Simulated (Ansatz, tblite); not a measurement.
**The cluster PbS2: rung by rung**

The task here is to estimate one member of a computed series from the others.

Computed with Ansatz 0.2.0, Gaussian basis. Level: as each input shows.

Levels to be run: GFN1-xTB, GFN2-xTB, PBE-D4/def2-TZVP, r2SCAN-D4/def2-TZVP, LC-ωPBE/def2-TZVP, LDA/def2-TZVP, B3LYP-D4/def2-TZVP, BHLYP-D4/def2-TZVP, HF/def2-TZVP, PBE-D4/def2-SVP, PBE0-D4/def2-SVP, PBE0-D4/def2-TZVPD, PBE-D4/def2-TZVPD, r2SCAN-D4/def2-TZVPD, CCSD(T)/def2-TZVPP, MP2/def2-TZVP, RPA/def2-TZVP, CCSD(T)/def2-TZVPD.

**The geometry**

The geometry is that of the singlet, from an earlier relaxation (PBE-D4/def2-TZVP). At that level it is the lowest of the isomers that a small search found.

3 atoms, charge 0, spin multiplicity 1.

Bond lengths: Pb1–S2 2.514 Å, Pb1–S3 2.513 Å, S2–S3 2.175 Å. Angles: S2–Pb1–S3 51.3°, Pb1–S2–S3 64.4°, Pb1–S3–S2 64.4°.

As a file:

```
Pb    0.7346   -1.0401   -0.8128
S    -1.3146    0.0517    0.1499
S     0.5800    0.9884    0.6629
```

Pb takes a core potential in the def2 sets. No spin-orbit coupling is included.

PBE0-D4/def2-TZVP was run before; its log isn't repeated, and its numbers join the tables.

The first run:

Tight binding, by tblite at 300 K electronic temperature and without a spin-polarisation term:

```python
tblite.interface.Calculator('GFN1-xTB', numbers, positions, charge=0, uhf=0).singlepoint()
```

Tight binding, by tblite at 300 K electronic temperature and without a spin-polarisation term:

```python
tblite.interface.Calculator('GFN2-xTB', numbers, positions, charge=0, uhf=0).singlepoint()
```

start.molden holds the orbitals of an earlier run on this state, given as this run's starting guess.

The input, in.yaml:

```yaml
crystal:
  periodic: [false, false, false]
  atoms:
    - {symbol: Pb, position_ang: [0.734601, -1.040093, -0.812793]}
    - {symbol: S, position_ang: [-1.314627, 0.051716, 0.149865]}
    - {symbol: S, position_ang: [0.580026, 0.988377, 0.662928]}
basis:
  gaussian: {orbitals: def2-TZVP, initial_orbitals: start.molden}
hamiltonian: {xc: pbe, dispersion: d4}
scf: {omitted_lower_state_checks: [starts]}
output: {orbitals: {seedname: orbitals}}
```

The run is started by

```console
$ ansatz run in.yaml --threads 4 --pin off --events-out ev --progress --plain --max-ram 3916MiB
```

Among the steps run: PBE-D4/def2-TZVP; r2SCAN-D4/def2-TZVP; LC-ωPBE/def2-TZVP; LDA/def2-TZVP; B3LYP-D4/def2-TZVP; BHLYP-D4/def2-TZVP; HF/def2-TZVP; PBE-D4/def2-SVP; PBE0-D4/def2-SVP; PBE0-D4/def2-TZVPD; PBE-D4/def2-TZVPD; r2SCAN-D4/def2-TZVPD; CCSD(T)/def2-TZVPP; MP2/def2-TZVP; RPA/def2-TZVP; CCSD(T)/def2-TZVPD.

One table of the session follows, with a row left open; its other results are not shown here.

```
               level  HOMO (eV)  LUMO (eV)  gap (eV)
        HF/def2-TZVP      -8.18      -0.32      7.86
       LDA/def2-TZVP          ?          ?         ?
     PBE-D4/def2-SVP      -4.42      -3.42      1.00
    PBE-D4/def2-TZVP      -4.59      -3.52      1.08
   PBE-D4/def2-TZVPD      -4.67      -3.58      1.10
 r2SCAN-D4/def2-TZVP      -4.79      -3.39      1.40
r2SCAN-D4/def2-TZVPD      -4.84      -3.43      1.42
  B3LYP-D4/def2-TZVP      -5.46      -3.12      2.34
    PBE0-D4/def2-SVP      -5.56      -2.82      2.74
   PBE0-D4/def2-TZVP      -5.68      -2.88      2.80
  PBE0-D4/def2-TZVPD      -5.74      -2.93      2.81
  BHLYP-D4/def2-TZVP      -6.64      -2.23      4.41
   LC-ωPBE/def2-TZVP      -8.23      -0.96      7.26
```

**Question.** Estimate the row for LDA/def2-TZVP.

**Answer.** HOMO (eV): -4.77; LUMO (eV): -3.78; gap (eV): 0.98. In the column «HOMO (eV)» it lies between r2SCAN-D4/def2-TZVP (-4.79) and PBE-D4/def2-TZVPD (-4.67).
